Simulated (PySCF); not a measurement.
C₂F₄, SMILES FC(F)=C(F)F (connectivity only; charge and spin as stated), charge +1, multiplicity 2. Atoms are numbered in the order given.

```xyz
6

F      0.0000     1.0804    -1.3504
C      0.0000     0.0000    -0.7098
F      0.0000    -1.0804    -1.3504
C      0.0000     0.0000     0.7098
F      0.0000    -1.0804     1.3504
F      0.0000     1.0804     1.3504
```
Charge +1, spin multiplicity 2.

Coordinates come from a PBE0-D3(BJ)/def2-SVP optimisation. The spin state was assumed, not searched.

These are PBE/def2-TZVP (PySCF) values and carry that method's errors.

ESP charges are fitted to the potential on shells at 1.4 to 2.0 van der Waals radii. Atomic charges (e):

| atom | Löwdin | ESP fit | meta-Löwdin | Mulliken | Mulliken spin |
|---|---|---|---|---|---|
| F1 | 0.46 | [?] | -0.05 | 0.06 | 0.08 |
| C2 | -0.41 | [?] | 0.61 | 0.38 | 0.34 |
| F3 | 0.46 | [?] | -0.05 | 0.06 | 0.08 |
| C4 | -0.41 | [?] | 0.61 | 0.38 | 0.34 |
| F5 | 0.46 | [?] | -0.05 | 0.06 | 0.08 |
| F6 | 0.46 | [?] | -0.05 | 0.06 | 0.08 |

Q: Complete the blanks. (An estimate is asked for; the answer gives what the named calculation found.)

A: 
- F1, ESP fit: 0.05
- C2, ESP fit: 0.40
- F3, ESP fit: 0.05
- C4, ESP fit: 0.40
- F5, ESP fit: 0.05
- F6, ESP fit: 0.05

Q: Give the Mayer and Wiberg (Löwdin basis) orders of the bonds. (Estimate from the structure and the level; the computed values follow.)

A: 
```csv
bond,Mayer,Wiberg
F1–C2,1.37,2.08
C2–F3,1.37,2.08
C2–C4,1.31,1.43
C4–F5,1.37,2.08
C4–F6,1.37,2.08
```
